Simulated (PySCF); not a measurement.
Input of a run on 1,2-propanediol, `C[C@H](O)CO`: the job's settings, then the atoms in Å.
```
{"job": {"kind": "nmr", "xc": "PBE0", "basis": "pcSseg-1", "solvent": "tetrahydrofuran", "pop": false}, "charge": 0, "multiplicity": 1}
C     -0.875121     0.925303    -0.527309
C     -0.227599    -0.432963    -0.331573
O     -0.773422    -1.107501     0.787709
C      1.259977    -0.329101    -0.024767
O      1.475209     0.344405     1.180243
H     -1.967681     0.832680    -0.641922
H     -0.488199     1.420990    -1.430395
H     -0.659502     1.567512     0.338982
H     -0.353971    -1.041796    -1.250313
H     -1.731175    -1.021406     0.763611
H      1.683778    -1.353421    -0.005321
H      1.772444     0.225984    -0.826378
H      0.872716    -0.074200     1.810407
```

Method: GIAO PBE0/pcSseg-1 NMR shielding, non-relativistic, IEF-PCM tetrahydrofuran (PySCF, density fitting); geometry PBE0-D3(BJ)/def2-SVP, gas phase, not relaxed in the solvent; ε = 7.426, cavity from Bondi-type radii × 1.2.

Problem. What does the run print?

Solution. 
```
coarse grid: 10392 points
cycle   1  E = -269.0846595013  dE =  5.128e-01  |g| = 7.952e-01  |ddm| = 2.915e+00
cycle   2  E = -268.9968327578  dE =  8.783e-02  |g| = 1.075e+00  |ddm| = 1.271e+00
cycle   3  E = -269.1966980009  dE = -1.999e-01  |g| = 7.037e-02  |ddm| = 8.052e-01
cycle   4  E = -269.1975596708  dE = -8.617e-04  |g| = 2.883e-02  |ddm| = 6.343e-02
cycle   5  E = -269.1977566921  dE = -1.970e-04  |g| = 5.011e-03  |ddm| = 2.434e-02
cycle   6  E = -269.1977617564  dE = -5.064e-06  |g| = 1.163e-03  |ddm| = 4.102e-03
final grid: 99016 points
cycle   7  E = -269.2481962945  dE = -2.670e-05  |g| = 1.083e-02  |ddm| = 2.130e-02
cycle   8  E = -269.2481760875  dE =  2.021e-05  |g| = 1.516e-02  |ddm| = 1.614e-02
cycle   9  E = -269.2482188071  dE = -4.272e-05  |g| = 7.690e-04  |ddm| = 9.382e-03
cycle  10  E = -269.2482189261  dE = -1.190e-07  |g| = 1.572e-04  |ddm| = 6.599e-04
cycle  11  E = -269.2482189316  dE = -5.443e-09  |g| = 2.664e-05  |ddm| = 1.412e-04
cycle  12  E = -269.2482189317  dE = -1.030e-10  |g| = 1.443e-05  |ddm| = 3.006e-05
converged SCF energy = -269.2482189317

GIAO shielding tensors (ppm)
atom      isotropic    diamagn.    paramagn.     s11        s22        s33       span
  0 C      163.726     248.774     -85.047    138.758    165.383    187.037     48.279
  1 C      115.604     244.026    -128.422     99.720    103.401    143.691     43.971
  2 O      283.958     392.080    -108.122    218.913    308.978    323.983    105.070
  3 C      118.325     244.204    -125.879     99.754    110.607    144.614     44.859
  4 O      335.920     390.918     -54.998    294.683    334.207    378.870     84.188
  5 H       30.243      29.825       0.417     26.259     28.408     36.062      9.803
  6 H       30.240      29.594       0.646     25.928     27.519     37.272     11.345
  7 H       29.474      30.196      -0.723     25.409     29.618     33.394      7.985
  8 H       27.499      30.530      -3.031     23.682     26.339     32.475      8.793
  9 H       30.463      32.532      -2.069     21.530     27.194     42.665     21.136
 10 H       27.336      28.942      -1.606     22.562     26.341     33.104     10.542
 11 H       27.994      29.197      -1.203     24.633     26.680     32.670      8.037
 12 H       29.479      32.188      -2.709     18.248     29.105     41.085     22.837
```

The cycles run first on a coarse grid and then on the final one, and are numbered through; the first dE on the final grid is taken against the last density's energy on that grid. Atoms in this output count from 0. Energies include the polarisation term of the continuum.

Problem. The same input without solvent ends at -269.239530 Eh. What does the continuum change?

Solution. The energy falls by 0.008689 Eh, 5.45 kcal/mol; the polarisation term alone is -5.96 kcal/mol. HOMO -7.62 → -7.72 eV, LUMO 1.05 → 1.42 eV, dipole 2.58 → 3.08 D. The SCF took 12 cycles in the solvent and 12 in the gas phase.

The run took 4.7 s on one thread, x86-64 server, no GPU, shared host. This is the whole shielding run at PBE0/pcSseg-1 in tetrahydrofuran, SCF included.

Shape of the structure used: `[CH3:1][C@H:2]([OH:3])[CH2:4][OH:5]`: C1–C2–C4–O5 63°, H–O3–C2–C1 45°, H–O5–C4–C2 48°.
